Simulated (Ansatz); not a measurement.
Basis sets compared for SiMe2H2 (C₂H₈Si). The state is a singlet with charge 0. Geometry PBE-D4/def2-TZVP. Ansatz on 4 threads of Arm Neoverse V1 on a shared host; times are rough, and most runs start from earlier orbitals.

```xyz
11

Si   -0.6414    0.1916    0.2945
C     0.8363   -0.4306    1.2824
H     0.6104   -0.4583    2.3580
H     1.7083    0.2235    1.1353
H     1.1166   -1.4468    0.9680
C    -0.2578    0.2580   -1.5480
H    -1.1247    0.6178   -2.1204
H     0.0096   -0.7392   -1.9277
H     0.5857    0.9352   -1.7475
H    -1.0260    1.5597    0.7760
H    -1.8169   -0.7109    0.5295
```

Binding counts from free atoms (Si triplet, C triplet, H doublet) in the same basis, without a counterpoise term.

```csv
level,functions,energy (Eh),HOMO (eV),LUMO (eV),binding per atom (eV),wall time
PBE-D4/def2-SVP,86,-370.1057,-7.45,0.77,3.69,0.55 s
PBE-D4/def2-TZVP,147,-370.2997,-7.49,0.27,3.68,0.9 s
r2SCAN-D4/def2-TZVP,147,-370.4912,-7.78,0.90,3.67,1.7 s
PBE0-D4/def2-SVP,86,-370.1600,-8.80,1.60,3.67,0.55 s
PBE0-D4/def2-TZVP,147,-370.3493,-8.80,1.05,3.66,1.1 s
```

Q: Estimate the rows for PBE-D4/def2-TZVPD, r2SCAN-D4/def2-TZVPD, PBE0-D4/def2-TZVPD.

A: 
| level | functions | energy (Eh) | HOMO (eV) | LUMO (eV) | binding per atom (eV) | wall time |
| --- | --- | --- | --- | --- | --- | --- |
| PBE-D4/def2-TZVPD | 189 | -370.3002 | -7.50 | -0.32 | 3.68 | 1.3 s |
| r2SCAN-D4/def2-TZVPD | 189 | -370.4915 | -7.78 | 0.43 | 3.67 | 2.4 s |
| PBE0-D4/def2-TZVPD | 189 | -370.3496 | -8.80 | 0.31 | 3.66 | 1.6 s |
